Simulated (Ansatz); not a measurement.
`CC1(C)C=C1F` at its PBE0-D4/def2-TZVP geometry, where that method's forces vanish. Charge 0, multiplicity 1.

```xyz
13

C    -1.2194   -0.6904    0.4066
C     0.0789   -0.0549   -0.0423
C     0.2168    1.3912    0.3828
C     0.7197   -0.5124   -1.3808
C     1.2666   -0.8771   -0.2809
F     2.2344   -1.5382    0.3090
H    -2.0767   -0.1451   -0.0001
H    -1.3108   -0.6702    1.4970
H    -1.2852   -1.7287    0.0771
H     1.1612    1.8156    0.0379
H     0.1754    1.4865    1.4722
H    -0.6008    1.9931   -0.0260
H     0.6400   -0.4695   -2.4525
```

What forces (eV/Å) does B3LYP-D4/def2-TZVPP give on these atoms in the Gaussian-basis code of Ansatz? (An estimate is asked.)

Ansatz gave: 
```
C1  -0.183 -0.098  0.064
C2  -0.046  0.033  0.095
C3   0.027  0.207  0.061
C4   0.105 -0.075 -0.240
C5  -0.258  0.175 -0.257
F6   0.342 -0.234  0.199
H7   0.029 -0.032  0.022
H8  -0.007 -0.008 -0.048
H9  -0.013  0.050  0.025
H10 -0.051 -0.005  0.026
H11  0.005  0.009 -0.048
H12  0.040 -0.015  0.022
H13  0.013 -0.008  0.079
```

B3LYP here is the variant with VWN-RPA as its local correlation; programs differ in this.
